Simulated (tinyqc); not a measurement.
RHF in the sto-6g basis, for BH3, spin multiplicity 1, step by step. One step of it, computed by the program tinyqc.

Question. Iteration 2: DIIS coefficients. Solve [B -1; -1 0][c; lambda] = [0; -1] for the coefficients, which sum to one.

B (overlaps of the stored error matrices):
```
                1               2
1   1.4124475e+00  -7.9074450e-02
2  -7.9074450e-02   6.0346781e-02
```

Give: DIIS coefficients.

Answer.

DIIS coefficients: 0.0855  0.9145
